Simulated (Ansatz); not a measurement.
Relaxation of AlH3O (5 atoms, charge 0, multiplicity 1), to a largest force component of 0.03 eV/Å in at most 50 steps.

All numbers below come from RKS PBE/def2-TZVP in Ansatz 0.2.0.

```xyz
5
Properties=species:S:1:pos:R:3:forces:R:3
Al -0.473 0.209 -0.110 -0.42 -0.23 0.33
H 0.678 0.807 -0.939 0.19 0.86 -0.90
O 0.521 -0.886 0.775 -0.20 -0.09 0.12
H 1.309 -0.570 0.288 0.48 -0.54 0.44
H -2.034 0.440 -0.014 -0.04 0.00 0.01
```

Where does it end, and by what steps?

It converged. After 7 steps the energy has fallen by 0.462 eV; H4 moved furthest, 0.57 Å.

| step | energy less start (eV) | largest force component (eV/Å) | accepted |
| --- | --- | --- | --- |
| 0 | 0.0000 | 0.900 | yes |
| 1 | -0.2307 | 0.587 | yes |
| 2 | -0.3722 | 0.628 | yes |
| 3 | -0.4330 | 1.312 | yes |
| 4 | -0.4226 | 1.676 | no |
| 5 | -0.4589 | 0.387 | yes |
| 6 | -0.4615 | 0.062 | yes |
| 7 | -0.4618 | 0.008 | yes |

```xyz
5
Properties=species:S:1:pos:R:3
Al -0.374 0.288 -0.207
H 0.429 1.179 -1.259
O 0.464 -0.859 0.753
H 1.421 -0.975 0.672
H -1.939 0.367 0.041
```

Time of the run: 5.6 s on 2 threads of Arm Neoverse V2, on a shared host, peak memory 0.12 GiB.
